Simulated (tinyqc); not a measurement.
Worked calculation: MP2 on RHF in the sto-3g basis, frozen core, for H2F+, spin multiplicity 1. One step of it, computed by the program tinyqc.

Task: Iteration 1: diagonalisation and new density. Diagonalise F' = X^T F X, C = X C', fill 5 alpha and 5 beta electrons from the bottom; D = 2 C_occ C_occ^T. Each column has its largest component positive (the first on a tie).

Fock matrix F (hartree), order 1F 1s, 1F 2s, 1F 2px, 1F 2py, 1F 2pz, 2H 1s, 3H 1s:
```
[[-25.479425, -6.553180, 0.000000, 0.000000, -0.008636, -0.906131, -0.906131],
 [-6.553180, -3.096646, 0.000000, 0.000000, -0.136202, -0.827921, -0.827921],
 [0.000000, 0.000000, -0.464754, 0.000000, 0.000000, 0.000000, 0.000000],
 [0.000000, 0.000000, 0.000000, -0.578527, 0.000000, -0.325816, 0.325816],
 [-0.008636, -0.136202, 0.000000, 0.000000, -0.505420, -0.227563, -0.227563],
 [-0.906131, -0.827921, 0.000000, -0.325816, -0.227563, -0.521467, -0.221721],
 [-0.906131, -0.827921, 0.000000, 0.325816, -0.227563, -0.221721, -0.521467]]
```

X, order 1F 1s, 1F 2s, 1F 2px, 1F 2py, 1F 2pz, 2H 1s, 3H 1s:
```
[[1.023502, -0.134070, 0.000000, 0.000000, -0.004477, 0.016460, 0.016460],
 [-0.134070, 1.120669, 0.000000, 0.000000, 0.041532, -0.185186, -0.185186],
 [0.000000, 0.000000, 1.000000, 0.000000, 0.000000, 0.000000, 0.000000],
 [0.000000, 0.000000, 0.000000, 1.056694, 0.000000, -0.150608, 0.150608],
 [-0.004477, 0.041532, 0.000000, 0.000000, 1.017512, -0.078396, -0.078396],
 [0.016460, -0.185186, 0.000000, -0.150608, -0.078396, 1.090602, -0.055663],
 [0.016460, -0.185186, 0.000000, 0.150608, -0.078396, -0.055663, 1.090602]]
```

Give: F' = X^T F X; orbital energies; coefficients C; D after iteration 1.

Result:

F' = X^T F X (hartree):
```
[[-25.003, -3.392, 0.000, 0.000, -0.015, -0.102, -0.102],
 [-3.392, -1.838, 0.000, 0.000, -0.062, -0.330, -0.330],
 [0.000, 0.000, -0.465, 0.000, 0.000, 0.000, 0.000],
 [0.000, 0.000, 0.000, -0.452, 0.000, -0.266, 0.266],
 [-0.015, -0.062, 0.000, 0.000, -0.465, -0.153, -0.153],
 [-0.102, -0.330, 0.000, -0.266, -0.153, -0.252, -0.057],
 [-0.102, -0.330, 0.000, 0.266, -0.153, -0.057, -0.252]]
```

orbital energies (hartree): [-25.491, -1.529, -0.721, -0.534, -0.465, -0.061, 0.073]

coefficients C, order 1F 1s, 1F 2s, 1F 2px, 1F 2py, 1F 2pz, 2H 1s, 3H 1s:
```
[[0.994, -0.253, 0.000, 0.072, 0.000, 0.092, 0.000],
 [0.024, 0.957, 0.000, -0.347, 0.000, -0.555, 0.000],
 [0.000, 0.000, 0.000, 0.000, 1.000, 0.000, 0.000],
 [0.000, 0.000, 0.736, 0.000, 0.000, 0.000, 0.788],
 [0.002, 0.126, 0.000, 0.863, 0.000, -0.537, 0.000],
 [-0.004, 0.079, 0.349, 0.238, 0.000, 0.716, -0.747],
 [-0.004, 0.079, -0.349, 0.238, 0.000, 0.716, 0.747]]
```

D after iteration 1, order 1F 1s, 1F 2s, 1F 2px, 1F 2py, 1F 2pz, 2H 1s, 3H 1s:
```
[[2.115, -0.485, 0.000, 0.000, 0.064, -0.014, -0.014],
 [-0.485, 2.072, 0.000, 0.000, -0.359, -0.014, -0.014],
 [0.000, 0.000, 2.000, 0.000, 0.000, 0.000, 0.000],
 [0.000, 0.000, 0.000, 1.083, 0.000, 0.513, -0.513],
 [0.064, -0.359, 0.000, 0.000, 1.523, 0.431, 0.431],
 [-0.014, -0.014, 0.000, 0.513, 0.431, 0.369, -0.117],
 [-0.014, -0.014, 0.000, -0.513, 0.431, -0.117, 0.369]]
```
